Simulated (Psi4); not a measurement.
# TPSSh/def2-SVPD run of HNO3 (nitric acid)

Aim: the vertical ionisation energy of HNO3 (nitric acid) at TPSSh/def2-SVPD, from 2 runs. 

The calculation is run with Psi4 1.11.

2 further runs of the same task are left out: 1 that didn't finish, 1 set aside as unsound or not needed.

### 1 The system as given

The species is HNO3 (5 atoms), meant as a singlet with charge 0. As SMILES, `O=[N+]([O-])O`. The shape is that of a PBE0-D4/def2-TZVP optimisation. This is one conformer, not always the lowest.

Bond lengths: O1–N2 1.186 Å, N2–O3 1.201 Å, N2–O4 1.385 Å, O4–H5 0.970 Å. Angles: O1–N2–O3 130.2°, O1–N2–O4 114.2°, O3–N2–O4 115.7°, N2–O4–H5 103.1°.

### 2 Energy and gradient at TPSSh/def2-SVPD

The input, job.in:

```
memory 2200 MB

molecule {
  0 1
  O
  N 1 1.185656
  O 2 1.200669 1 130.1653
  O 2 1.38531 1 114.16663 3 179.9927
  H 4 0.970144 2 103.14483 1 -179.99118
  symmetry c1
}

set {
  basis                def2-SVPD
  puream               true
  e_convergence        1e-09
  d_convergence        1e-08
  scf_type             pk
  dft_radial_points    99
  dft_spherical_points 590
}

e, wfn = gradient('tpssh', return_wfn=True)
oeprop(wfn, 'LOWDIN_CHARGES', 'QUADRUPOLE', 'MULLIKEN_CHARGES', title='TPSSH')
```

Started as:

```console
psi4 -i job.in -o job.out -n 1
```

job.out:

```text
[...]
  Running in c1 symmetry.
[...]
  Nuclear repulsion =  127.635955948756916
[...]
  Multiplicity = 1
[...]
  Nalpha       = 16
  Nbeta        = 16
[...]
    Number of basis functions: 97
[...]
   @RKS iter   1:  -280.46738566861325    1.66738e-01   8.53288e-03 DIIS/ADIIS
[...]
   @RKS iter  11:  -280.70075564070379   -8.01492e-12   3.98681e-09 DIIS
[...]
    Orbital Energies [Eh]
    ---------------------
    Doubly Occupied:
       1A    -19.175433     2A    -19.141702     3A    -19.141302
       4A    -14.574872     5A     -1.284526     6A     -1.098757
       7A     -1.070058     8A     -0.696310     9A     -0.588344
      10A     -0.581733    11A     -0.543872    12A     -0.475890
      13A     -0.372186    14A     -0.355208    15A     -0.345835
      16A     -0.318481
[...]
  @RKS Final Energy:  -280.70075564070379
   => Energetics <=
    Nuclear Repulsion Energy =            127.6359559487569157
    One-Electron Energy =                -636.7679404120956406
    Two-Electron Energy =                 258.2039209431321751
    DFT Exchange-Correlation Energy =     -29.7726921204972221
    Empirical Dispersion Energy =           0.0000000000000000
    VV10 Nonlocal Energy =                  0.0000000000000000
    Total Energy =                       -280.7007556407037328
[...]
  -Total Gradient:
     Atom            X                  Y                   Z
    ------   -----------------  -----------------  -----------------
       1        0.000009134516     0.000586541637     0.022739584294
       2       -0.000020285620    -0.003377004789    -0.001725199233
       3        0.000007370086     0.015902667496    -0.013361534817
       4        0.000002810593    -0.012721845981    -0.001013955603
       5        0.000000976041    -0.000393448818    -0.006642410360
[...]
 Multipole Moments:
 ------------------------------------------------------------------------------------
     Multipole            Electronic (a.u.)      Nuclear  (a.u.)        Total (a.u.)
 ------------------------------------------------------------------------------------
 L = 1.  Multiply by 2.5417464519 to convert [e a0] to [Debye]
 Dipole X            :         -0.0001173            0.0002228            0.0001056
 Dipole Y            :         -0.4815340            0.9128254            0.4312914
 Dipole Z            :         -0.5493641            1.3644923            0.8151282
 Magnitude           :                                                    0.9221964
 L = 2.  Multiply by 1.3450342976 to convert [e a0^2] to [Debye ang]
 Quadrupole XX       :        -15.7803764            0.0000008          -15.7803757
 Quadrupole XY       :         -0.0061774            0.0062352            0.0000578
[...]
  Mulliken Charges: (a.u.)
   Center  Symbol    Alpha    Beta     Spin     Total
       1     O     4.17057  4.17057  0.00000 -0.34115
       2     N     3.16323  3.16323  0.00000  0.67354
       3     O     4.17536  4.17536  0.00000 -0.35073
       4     O     4.12728  4.12728  0.00000 -0.25457
       5     H     0.36355  0.36355  0.00000  0.27291
   Total alpha = 16.00000, Total beta = 16.00000, Total charge =  0.00000
  Lowdin Charges: (a.u.)
   Center  Symbol    Alpha    Beta     Spin     Total
       1     O     3.96882  3.96882  0.00000  0.06235
[...]
```

Run time: 28 s. Hardware: 1 thread of Intel Xeon 6975P-C (Granite Rapids), shared host; peak memory 1 GiB.

### 3 The doublet cation at the same level

The input, job.inp:

```
memory 2.2 GB

molecule {
  1 2
  O      1.317870    -0.315800     0.746500
  N      0.253090    -0.279730     0.226190
  O     -0.596440    -1.123960     0.141450
  O     -0.044080     0.932950    -0.373960
  H     -0.930440     0.786540    -0.740170
  units angstrom
  symmetry c1
  no_reorient
  no_com
}

set {
  basis                def2-SVPD
  reference            uks
  puream               true
  e_convergence        1e-09
  d_convergence        1e-08
  scf_type             pk
  dft_radial_points    99
  dft_spherical_points 590
  maxiter              100
}

e_tot, wfn = gradient("tpssh", return_wfn=True)
oeprop(wfn, "MAYER_INDICES", "QUADRUPOLE", "MULLIKEN_CHARGES", title="TPSSH")
```

Started as:

```console
psi4 job.inp job.out -n 1
```

job.out, shortened:

```text
[...]
  Running in c1 symmetry.
[...]
  Nuclear repulsion =  127.635963317852998
[...]
  Multiplicity = 2
[...]
  Nalpha       = 16
  Nbeta        = 15
[...]
    Number of basis functions: 97
[...]
   @UKS iter   1:  -280.09120761267764    5.42916e-01   6.85553e-03 ADIIS/DIIS
[...]
   @UKS iter  17:  -280.25018218780428   -2.16005e-12   4.76165e-09 DIIS
[...]
   @S^2 Observed:                7.579274702E-01
[...]
  @UKS Final Energy:  -280.25018218780428
   => Energetics <=
    Nuclear Repulsion Energy =            127.6359633178529975
    One-Electron Energy =                -626.2187429555449398
    Two-Electron Energy =                 247.7285624707854481
    DFT Exchange-Correlation Energy =     -29.3959650208977941
    Empirical Dispersion Energy =           0.0000000000000000
    VV10 Nonlocal Energy =                  0.0000000000000000
    Total Energy =                       -280.2501821878042847
[...]
  -Total Gradient:
     Atom            X                  Y                   Z
    ------   -----------------  -----------------  -----------------
       1       -0.021751882530     0.029391100125    -0.021463473807
       2        0.014546383777    -0.099687685822     0.044617724320
       3        0.006052640079     0.043781615848    -0.013678378087
       4       -0.021125284516     0.035083194927    -0.023313609268
       5        0.022281448398    -0.008567932617     0.013839204741
[...]
 Multipole Moments:
 ------------------------------------------------------------------------------------
     Multipole            Electronic (a.u.)      Nuclear  (a.u.)        Total (a.u.)
 ------------------------------------------------------------------------------------
 L = 1.  Multiply by 2.5417464519 to convert [e a0] to [Debye]
 Dipole X            :        -12.1524326           11.8296666           -0.3227659
 Dipole Y            :          9.7049478           -9.8758032           -0.1708554
 Dipole Z            :         -9.4526493            9.3637441           -0.0889051
 Magnitude           :                                                    0.3758637
 L = 2.  Multiply by 1.3450342976 to convert [e a0^2] to [Debye ang]
 Quadrupole XX       :        -76.1964292           64.5285018          -11.6679274
 Quadrupole XY       :         -2.8779320            1.7038587           -1.1740733
[...]
  Mulliken Charges: (a.u.)
   Center  Symbol    Alpha    Beta     Spin     Total
[...]
```

Run time: 60 s. Hardware: 1 thread of Intel Xeon 6975P-C (Granite Rapids), shared host; peak memory 0.99 GiB.

### 4 Outcome

Level: TPSSh/def2-SVPD.

```
                                          quantity          value
                        singlet HNO3: total energy  -280.70076 Eh
                       singlet HNO3: dipole moment         2.34 D
                         singlet HNO3: HOMO energy       -8.67 eV
                         singlet HNO3: LUMO energy       -2.73 eV
                       singlet HNO3: HOMO–LUMO gap        5.93 eV
            singlet HNO3: largest force on an atom     1.170 eV/Å
                      doublet cation: total energy  -280.25018 Eh
doublet cation: HOMO energy (highest over α and β)      -17.71 eV
 doublet cation: LUMO energy (lowest over α and β)      -15.87 eV
                              doublet cation: ⟨S²⟩          0.758
          doublet cation: largest force on an atom     5.666 eV/Å
vertical ionisation energy (to the doublet cation)      12.261 eV
```

In words: The vertical ionisation energy comes to 12.26 eV (283 kcal/mol). The largest force (singlet HNO3) is 1.17 eV/Å: the shape isn't a stationary point for this species at this level. The negative HOMO energy of the first species, 8.67 eV, lies 3.59 eV below that difference. Mulliken charges (singlet HNO3) run from -0.35 on O3 to +0.67 on N2; in a basis this large or diffuse they mean little. Mulliken charges (doublet cation) run from -0.14 on O4 to +0.85 on N2; in a basis this large or diffuse they mean little.
